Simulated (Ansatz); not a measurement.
# Molybdenum, bcc under r²SCAN: testing the k-point mesh

Aim: find which k-point mesh is enough for energy and pressure. The geometry was relaxed under r²SCAN beforehand and stays fixed; 8 values are run, from 2×2×2 to 20×20×20. Wanted are the values from which on the energy stays within 10 and 1 meV/atom, and the pressure within 0.5 GPa, of the last run. Within the series other settings stay, but some runs also write fields, which adds to their time. Spin polarisation is left out.

Program: Ansatz 0.2.0. Level of theory: DFT r²SCAN, plane waves with PAW, scalar-relativistic. These are calculated values, not measurements.

**1. Starting point**

The structure is cubic, space group Im-3m (No. 229). The conventional cell has a = 3.153 Å, b = 3.153 Å, c = 3.153 Å, α = 90.00°, β = 90.00°, γ = 90.00°. Around Mo (site symmetry m-3m) lie 8 Mo at 2.73 Å.

As a file:

```cif
data_structure
_symmetry_space_group_name_H-M 'Im-3m'
_symmetry_Int_Tables_number 229
_cell_length_a 3.1528
_cell_length_b 3.1528
_cell_length_c 3.1528
_cell_angle_alpha 90.000
_cell_angle_beta 90.000
_cell_angle_gamma 90.000
_cell_volume 31.34
loop_
_atom_site_label
_atom_site_type_symbol
_atom_site_symmetry_multiplicity
_atom_site_Wyckoff_symbol
_atom_site_fract_x
_atom_site_fract_y
_atom_site_fract_z
_atom_site_occupancy
Mo1 Mo 2 a 0.00000 0.00000 0.00000 1
```

**2. k-mesh 2×2×2**

The run at 2×2×2.

input.yaml

```yaml
crystal:
  lattice:
    - [-1.5764210372, 1.5764210372, 1.5764210372]
    - [1.5764210372, -1.5764210372, 1.5764210372]
    - [1.5764210372, 1.5764210372, -1.5764210372]
  atoms:
    - { symbol: Mo, position: [0.0, 0.0, 0.0] }
hamiltonian:
  xc: r2scan
  pseudopotentials:
    kind: paw
    azcp:
      Mo: "pseudopotentials/Mo.paw.azcp"
basis:
  ecutwfc: 500
  fft_grid_basis: typed
kpoints:
  mp_grid: { grid: [2, 2, 2], shift: [0, 0, 0] }
magnetization:
  spin_polarized: false
scf:
  occupations: { method: fermi_dirac, width: 0.1 }
  lower_state_search: "off"
output:
  stress: true
```

Started as:

```bash
ansatz run input.yaml --threads 2 --pin off --max-ram 5120MiB --backend cpu --events-out ev --progress --plain --runs-dir out
```

**3. k-mesh 4×4×4**

The run at 4×4×4.

Edit input.yaml of step 2 so:

```diff
@@ -17,3 +17,3 @@
 kpoints:
-  mp_grid: { grid: [2, 2, 2], shift: [0, 0, 0] }
+  mp_grid: { grid: [4, 4, 4], shift: [0, 0, 0] }
 magnetization:
```

**4. k-mesh 5×5×5**

The run at 5×5×5.

Edit input.yaml of step 3 so:

```diff
@@ -17,3 +17,3 @@
 kpoints:
-  mp_grid: { grid: [4, 4, 4], shift: [0, 0, 0] }
+  mp_grid: { grid: [5, 5, 5], shift: [0, 0, 0] }
 magnetization:
@@ -25 +25,5 @@
   stress: true
+  write_density: true
+  write_potential: true
+  elf: true
+  volumetric_format: npy
```

**5. k-mesh 7×7×7**

The run at 7×7×7.

Edit input.yaml of step 4 so:

```diff
@@ -17,3 +17,3 @@
 kpoints:
-  mp_grid: { grid: [5, 5, 5], shift: [0, 0, 0] }
+  mp_grid: { grid: [7, 7, 7], shift: [0, 0, 0] }
 magnetization:
@@ -25,5 +25 @@
   stress: true
-  write_density: true
-  write_potential: true
-  elf: true
-  volumetric_format: npy
```

**6. k-mesh 9×9×9**

The run at 9×9×9.

Edit input.yaml of step 5 so:

```diff
@@ -17,3 +17,3 @@
 kpoints:
-  mp_grid: { grid: [7, 7, 7], shift: [0, 0, 0] }
+  mp_grid: { grid: [9, 9, 9], shift: [0, 0, 0] }
 magnetization:
@@ -25 +25,5 @@
   stress: true
+  write_density: true
+  write_potential: true
+  elf: true
+  volumetric_format: npy
```

**7. k-mesh 11×11×11**

The run at 11×11×11.

Edit input.yaml of step 6 so:

```diff
@@ -17,3 +17,3 @@
 kpoints:
-  mp_grid: { grid: [9, 9, 9], shift: [0, 0, 0] }
+  mp_grid: { grid: [11, 11, 11], shift: [0, 0, 0] }
 magnetization:
@@ -25,5 +25 @@
   stress: true
-  write_density: true
-  write_potential: true
-  elf: true
-  volumetric_format: npy
```

**8. k-mesh 15×15×15**

The run at 15×15×15.

Edit input.yaml of step 7 so:

```diff
@@ -17,3 +17,3 @@
 kpoints:
-  mp_grid: { grid: [11, 11, 11], shift: [0, 0, 0] }
+  mp_grid: { grid: [15, 15, 15], shift: [0, 0, 0] }
 magnetization:
```

**9. k-mesh 20×20×20**

The run at 20×20×20.

Edit input.yaml of step 8 so:

```diff
@@ -17,3 +17,3 @@
 kpoints:
-  mp_grid: { grid: [15, 15, 15], shift: [0, 0, 0] }
+  mp_grid: { grid: [20, 20, 20], shift: [0, 0, 0] }
 magnetization:
@@ -25 +25,5 @@
   stress: true
+  write_density: true
+  write_potential: true
+  elf: true
+  volumetric_format: npy
```

(Steps that only read results are left out.)

Before running it: what results should come out? Wanted: pressure at 20×20×20.

**Answer**, as computed:

```
                                           quantity                        value
      E(σ → 0) stays within 10 meV/atom of 20×20×20             from 15×15×15 on
                   E(σ → 0) stays within 1 meV/atom  not reached before 20×20×20
                      pressure stays within 0.5 GPa             from 15×15×15 on
                               pressure at 20×20×20                    -0.50 GPa
                    CPU time, dearest over cheapest                           11
energy of a separate run on a finer mesh (23×23×23)  -0.6 meV/atom from 20×20×20
```

The far end, 2×2×2, lies +1250 meV/atom and +14.9 GPa from the yardstick. The error changes sign along the series: k-point sums are not variational. The energy has not settled to 1 meV/atom before the last mesh. Metals converge slowly, as the Fermi surface must be resolved. A run on a finer mesh agrees with the yardstick to 1 meV/atom.
